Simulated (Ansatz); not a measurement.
**C2H4O2S: basis-set convergence**

The task here is to estimate one member of a computed series from the others.

Computed with Ansatz 0.2.0, Gaussian basis. Level: one geometry, several basis sets.

The runs, in order: PBE0-D4/def2-SVP; ωB97M-V/def2-SVP; PBE0-D4/def2-QZVPP; ωB97M-V/def2-QZVPP; the functionals' def2-TZVPP values are taken from earlier runs.

## Structure used throughout

The geometry comes from an earlier relaxation with PBE0-D4 in a triple-zeta def2 set; it is a stationary point, not always the lowest conformer.

SMILES `O=C(O)CS`, 9 atoms, charge 0, spin multiplicity 1.

Atoms are counted from 1 here; the program's logs count them from 0.

Bond lengths: O1–C2 1.199 Å, C2–O3 1.344 Å, C2–C4 1.502 Å, O3–H6 0.967 Å, C4–S5 1.812 Å, C4–H7 1.088 Å, C4–H8 1.090 Å, S5–H9 1.342 Å. Angles: O1–C2–O3 123.1°, O1–C2–C4 125.4°, O3–C2–C4 111.5°, C2–O3–H6 106.8°, C2–C4–S5 111.7°, C2–C4–H7 108.3°, C2–C4–H8 110.8°, S5–C4–H7 106.1°, S5–C4–H8 110.2°, H7–C4–H8 109.6°, C4–S5–H9 96.2°.

Coordinates:

```csv
atom,x (Å),y (Å),z (Å)
O1,1.11623,-1.34563,0.92337
C2,0.69063,-0.42567,0.28381
O3,1.30776,0.76630,0.21085
C4,-0.57498,-0.44021,-0.52416
S5,-1.89509,0.50367,0.28298
H6,2.09179,0.70979,0.77463
H7,-0.93034,-1.46688,-0.58407
H8,-0.39808,-0.05556,-1.52879
H9,-1.31932,1.70800,0.14427
```

The first run:

in.yaml reads:

```yaml
crystal:
  periodic: [false, false, false]
  atoms:
    - {symbol: O, position_ang: [1.116233, -1.345635, 0.923374]}
    - {symbol: C, position_ang: [0.690626, -0.425668, 0.283806]}
    - {symbol: O, position_ang: [1.307764, 0.766299, 0.210848]}
    - {symbol: C, position_ang: [-0.574977, -0.440212, -0.524157]}
    - {symbol: S, position_ang: [-1.895095, 0.503669, 0.282984]}
    - {symbol: H, position_ang: [2.091788, 0.709789, 0.774633]}
    - {symbol: H, position_ang: [-0.930337, -1.466880, -0.584069]}
    - {symbol: H, position_ang: [-0.398081, -0.055564, -1.528788]}
    - {symbol: H, position_ang: [-1.319323, 1.708001, 0.144269]}
basis:
  gaussian: {orbitals: def2-SVP}
hamiltonian: {xc: pbe0, dispersion: d4}
output: {orbitals: {seedname: orbitals}}
```

Launch:

```console
> ansatz run in.yaml --threads 2 --pin off --events-out ev --progress --plain --max-ram 4352MiB
```

Among the steps run: PBE0-D4 in def2-SVP; ωB97M-V in def2-SVP; PBE0-D4 in def2-QZVPP; ωB97M-V in def2-QZVPP.

One table of the session follows, with a row left open; its other results are not shown here.

It belongs to the step «Density functionals: the series». 

```
functional       basis  HOMO (eV)  LUMO (eV)
   PBE0-D4    def2-SVP      -7.00      -0.16
   PBE0-D4  def2-TZVPP          ?          ?
   PBE0-D4  def2-QZVPP      -7.23      -0.60
   ωB97M-V    def2-SVP      -9.24       2.20
   ωB97M-V  def2-TZVPP      -9.44       1.72
   ωB97M-V  def2-QZVPP      -9.49       1.43
```

Estimate the missing values for PBE0-D4, def2-TZVPP.

As computed: HOMO (eV): -7.19; LUMO (eV): -0.49. In the column «HOMO (eV)» it lies between PBE0-D4, def2-QZVPP (-7.23) and PBE0-D4, def2-SVP (-7.00).
